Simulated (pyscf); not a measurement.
# Four-centre exchange: H₂P–InH₂ (SMILES [PH2][InH2]) + SiH₄ (SMILES [SiH4]) → H₃Si–PH–InH₂ (SMILES [SiH3][PH][InH2]) + H₂ (SMILES [H][H])

Gas phase, singlet surface, charge 0. Bonds broken: P1–H3, Si7–H8. Bonds formed: P1–Si7, H3–H8. Optimised with ωB97X-D3(BJ)/def2-SVP in PySCF.

Transition state (Å):

```xyz
11

P     -1.3877    -0.1040    -0.1108
In    -2.4365     0.6225     2.0804
H     -0.9701    -1.2794    -1.0164
H     -2.2756     0.4406    -1.0724
H     -1.9020    -0.2205     3.4788
H     -3.5817     1.9056     2.0395
Si     0.6258     0.5110    -1.1616
H     -0.1224    -0.9711    -1.9228
H      1.6793    -0.3819    -0.5972
H      0.8375     1.0467    -2.5457
H      0.8099     1.8003    -0.3666
```

One imaginary mode, 1631i cm⁻¹; descent along it reached the two sides named.

| bond | change | reactant side (Å) | saddle | product side |
|---|---|---|---|---|
| P1–H3 | breaks | 1.423 | 1.541 | 3.1 |
| Si7–H8 | breaks | 1.488 | 1.826 | 3.5 |
| P1–Si7 | forms | 3.6 | 2.353 | 2.244 |
| H3–H8 | forms | 4.3 | 1.279 | 0.761 |

Electronic energies relative to the separated reactants (kcal/mol):

```json
[
 {"level": "ωB97X-D3(BJ)/def2-TZVP", "barrier": "60.6", "reaction energy": "-6.4", "reverse barrier": "66.9"},
 {"level": "PBE/def2-TZVP", "barrier": "50.7", "reaction energy": "-2.7", "reverse barrier": "53.3"},
 {"level": "r²SCAN/def2-TZVP", "barrier": "54.7", "reaction energy": "-3.4", "reverse barrier": "58.1"},
 {"level": "B3LYP-D3(BJ)/def2-TZVP", "barrier": "58.7", "reaction energy": "-1.8", "reverse barrier": "60.5"},
 {"level": "PBE0-D3(BJ)/def2-TZVP", "barrier": "54.3", "reaction energy": "-3.7", "reverse barrier": "58.0"},
 {"level": "M06-2X/def2-TZVP", "barrier": "63.1", "reaction energy": "-2.8", "reverse barrier": "65.9"},
 {"level": "ωB97M-D3(BJ)/def2-TZVP", "barrier": "63.3", "reaction energy": "-1.0", "reverse barrier": "64.2"},
 {"level": "HF/def2-TZVP", "barrier": "85.7", "reaction energy": "+6.0", "reverse barrier": "79.8"}
]
```

With ωB97M-D3(BJ)/def2-TZVP energies and thermal terms (ideal gas, 1 atm, RRHO with modes under 100 cm⁻¹ raised to 100, one conformer, R ln 2 for chiral ones without a mode under 150 cm⁻¹), in kcal/mol:

```json
[
 {"T (K)": "298", "ΔH‡": "61.6", "ΔG‡": "71.3", "ΔH": "-2.0", "ΔG": "-0.7"},
 {"T (K)": "600", "ΔH‡": "62.2", "ΔG‡": "80.9", "ΔH": "-0.7", "ΔG": "+0.2"},
 {"T (K)": "900", "ΔH‡": "63.1", "ΔG‡": "90.0", "ΔH": "+0.2", "ΔG": "+0.4"},
 {"T (K)": "1200", "ΔH‡": "64.0", "ΔG‡": "98.9", "ΔH": "+0.8", "ΔG": "+0.4"}
]
```

One saddle was located; it need not be the lowest between these sides. Elements past Kr carry the def2 core potentials, without spin-orbit coupling.
